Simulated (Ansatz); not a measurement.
Program: Ansatz 0.2.0.

Basis-set series for H₅N₂Si, SMILES `N[SiH]N` radical. The species carries charge 0 and has multiplicity 2. All single points use the PBE0-D4/def2-TZVP geometry. It is one conformer, not always the lowest.

```csv
functional,basis,functions,energy (Eh),HOMO (eV),LUMO (eV)
PBE0-D4,def2-SVP,71,-401.57844,-4.79,-1.14
PBE0-D4,def2-TZVPP,174,-401.82527,-5.01,-1.30
ωB97M-V,def2-SVP,71,-401.74710,-6.55,0.51
ωB97M-V,def2-TZVPP,174,-401.99937,-6.79,0.24
```

**Question.** Give the rows for def2-QZVPP. (Best estimate.)

**Answer.** The calculation gave: 
```
functional       basis  functions  energy (Eh)  HOMO (eV)  LUMO (eV)
   PBE0-D4  def2-QZVPP        334   -401.84311      -5.07      -1.39
   ωB97M-V  def2-QZVPP        334   -402.01633      -6.86       0.09
```

HOMO and LUMO are taken over both spins. Positive LUMOs are unbound and depend on the basis.
